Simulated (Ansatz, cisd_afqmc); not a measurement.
System: CCl₄, charge 0, singlet. CCl4 (tetrachloromethane, SMILES ClC(Cl)(Cl)Cl).
B3LYP-D3(BJ)/def2-TZVP minimum from Ansatz (a program for electronic structure):
```
C
Cl 1 1.7795
Cl 1 1.7795 2 109.47
Cl 1 1.7795 2 109.47 3 -120.00
Cl 1 1.7795 2 109.47 4 -120.00
```
Charge 0, spin multiplicity 1.

Atomisation energy term by term, kcal/mol (programs: Ansatz, cisd_afqmc). Radicals and triplets start from unrestricted determinants; spin-orbit coupling is neglected. Correlated methods leave the cores frozen. Rows without X2C or -DK are non-relativistic. AFQMC/CISD: phaseless, guided by CISD from CCSD amplitudes; bars are statistical, one sigma. Outlying blocks are dropped, and bars are widened where a walk drifts. Over all cases where full CI ran beside it in this data, AFQMC minus full CI had a median of +0.1 mEh and passed +0.4 mEh in a tenth of the cases. CBS(X,Y): correlation extrapolated as X^-3, Hartree-Fock from the larger set. A bracket is a step between two methods taken in the basis named. 'core' is core correlation in cc-pwCVTZ (1s frozen past Ne), 'X2C' scalar relativity in cc-pVTZ-DK, both at CCSD(T).

```
term                                       basis  kcal/mol
------------------  ----------------------------  --------
Hartree-Fock                         cc-pV(Q+d)Z    178.94
CCSD correlation    CBS(cc-pV(T+d)Z,cc-pV(Q+d)Z)    118.69
(T)                 CBS(cc-pV(T+d)Z,cc-pV(Q+d)Z)     16.38
CCSDT(Q) - CCSD(T)                   cc-pV(D+d)Z      0.48
core correlation                       cc-pwCVTZ      1.65
scalar relativity                X2C, cc-pVTZ-DK     -0.62
sum: De                                              315.5
```

The step beyond CCSD(T) by other levels: AFQMC/CISD in cc-pV(T+d)Z 1.35 ± 0.37 kcal/mol.
